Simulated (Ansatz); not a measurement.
Molecule: CH2NO, charge 0, multiplicity 2. It need not be the lowest isomer of its formula. 
Geometry from a B3LYP-D3(BJ)/def2-TZVP (Ansatz, a quantum-chemistry and plane-wave program) optimisation:
```
N
H 1 1.0031
H 1 1.0139 2 118.79
C 1 1.3371 2 120.08 3 180.00
O 4 1.1917 1 130.06 2 -180.00
```
Charge 0, spin multiplicity 2.

Atomisation energy built up term by term with Ansatz (kcal/mol; UHF references for open shells; valence terms freeze the core; atomic spin-orbit terms are left out). CBS(X,Y): correlation extrapolated as X^-3; Hartree-Fock from the larger set.

```csv
term,basis,kcal/mol
Hartree-Fock,cc-pVQZ,297.81
CCSD correlation,"CBS(cc-pVTZ,cc-pVQZ)",?
(T),"CBS(cc-pVTZ,cc-pVQZ)",?
core correlation,cc-pwCVTZ,2.09
scalar relativity (X2C),cc-pVTZ-DK against cc-pVTZ,-0.60
sum: De,,?
```

Problem. Fill in the missing entries.

Solution. 
- CCSD correlation, kcal/mol: 154.65
- (T), kcal/mol: 12.98
- sum: De, kcal/mol: 466.9
